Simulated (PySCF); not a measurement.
Compound: C₅H₇F (charge +1 and doublet state).
Geometry (GFN2-xTB, Å), atoms numbered from 1 in this order:
```
atom  x, y, z in Å
C1     1.816   -0.501    0.063
C2     0.440   -0.072    0.002
C3    -0.877   -0.770    0.087
C4    -1.566    0.615   -0.088
C5    -0.204    1.162   -0.159
F6     0.241    2.366   -0.323
H7     1.912   -1.582   -0.015
H8     2.269   -0.186    1.015
H9     2.428    0.015   -0.685
H10   -1.062   -1.277    1.035
H11   -1.058   -1.493   -0.710
H12   -2.171    0.752   -0.989
H13   -2.172    0.971    0.750
```

The species is `C[C+]1CC[C]1F` [radical] (charge +1).

Theory: UKS B3LYP, pcH-1 on C F H, non-relativistic, mean-field spin-orbit, GIAO in PySCF. Isolated species at its GFN2-xTB geometry, gas phase. The geometry wasn't refined by DFT: couplings that depend on bond lengths, twists or pyramidal angles can differ widely from those at the functional's own minimum, by a factor of two or more for some ions and for spin on atoms past the first row. Stability of the SCF solution: not tested.

Problem. Give the principal g shifts and their parts.

Solution. 
| Δg (ppm) | 1 | 2 | 3 |
| --- | --- | --- | --- |
| relativistic mass correction | -175 | -175 | -175 |
| gauge correction | -1 | 33 | 18 |
| orbital Zeeman/spin–orbit | -77 | 941 | 3197 |
| total | -253 | 799 | 3039 |

So g = 2.00207, 2.00312, 2.00536 and g_iso = 2.00351; the tensor is rhombic: the two nearest values differ by 32 % of g3 − g1. Axes: g2 points within 8° of the C4–C5 bond and g3 points within 14° of the C2–C5 bond.

Problem. How much does each term add to the isotropic shift?

Solution. The orbital-Zeeman/spin–orbit term 1354, the mass correction -175 and the gauge correction 16 ppm, for a total of 1195 ppm. The orbital-Zeeman/spin–orbit term is the largest in size. The mass correction is the same along every axis, so the anisotropy comes from the other two: their spans along these axes are 33 (gauge) and 3274 ppm (orbital Zeeman/spin–orbit).

Problem. What are the electron Larmor frequencies g μB B/h along the three axes at 1200 mT?

Solution. 33.6257, 33.6434, 33.6810 GHz for g1, g2 and g3, a range of 55.3 MHz.

Problem. In a frozen sample, at which fields do the three g values resonate at 9.5, 34, 94 and 263 GHz (hyperfine left aside), and which band first spreads them over more than twice a line width of 0.5 mT?

Solution. 
```tsv
band	GHz	B(g3) mT	B(g2) mT	B(g1) mT	spread mT
X	9.5	338.47	338.85	339.03	0.56
Q	34.0	1211.37	1212.72	1213.36	1.99
W	94.0	3349.07	3352.82	3354.58	5.51
J	263.0	9370.27	9380.75	9385.68	15.41
```

The spread grows in proportion to the frequency. Q band is the first where it exceeds 1.0 mT.

The Mulliken spin populations are largest on C2 (+0.44), C5 (+0.36) and F6 (+0.08).

The HOMO–LUMO gaps are 6.47 eV among the α and 4.79 eV among the β orbitals.
